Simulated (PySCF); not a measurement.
# C3H3NO (propiolamide): the cost of one run

Computed with PySCF 2.14.0, with density-fitted response routines of our own, on a single molecule in the gas phase. Atoms count from 0, in the outputs and in this text.

### 1 Starting geometry

8 atoms, charge 0, multiplicity 1; geometry from: MMFF94s. The atoms were then displaced at random by about 0.03 Å, so the start is not that level's minimum.

Bonds of the start (Å): C0–C1 1.25, C1–C2 1.48, C2–N3 1.25, C2–O4 1.22, C0–H5 1.04, N3–H6 0.98, N3–H7 1.06.

### 2 Geometry optimisation at PBE0-D3(BJ)/def2-SVP

The job: settings as JSON, then the geometry in Å.

```
{"job": {"xc": "PBE0", "basis": "def2-SVP", "d3": "d3bj", "grid": 1, "shake": 0.03, "kind": "geom"}, "charge": 0, "multiplicity": 1}
C      2.098460     0.330930     0.023280
C      0.904410    -0.012830     0.186840
C     -0.478300    -0.494360     0.386320
N     -1.293940     0.100150    -0.345630
O     -0.647510    -1.391140     1.194430
H      3.019130     0.774180    -0.149150
H     -1.167360     0.816690    -1.003140
H     -2.296640    -0.209290    -0.221160
```

Started as:

```console
$ OMP_NUM_THREADS=1 python probes_run.py task.json out
```

The driver reads the jobs from task.json and runs them one after another.

**Question.** How long does this first job take on 1 thread of Arm Neoverse V1, shared host, and how much memory does it need?

About 20 s, with a peak of 0.34 GiB.
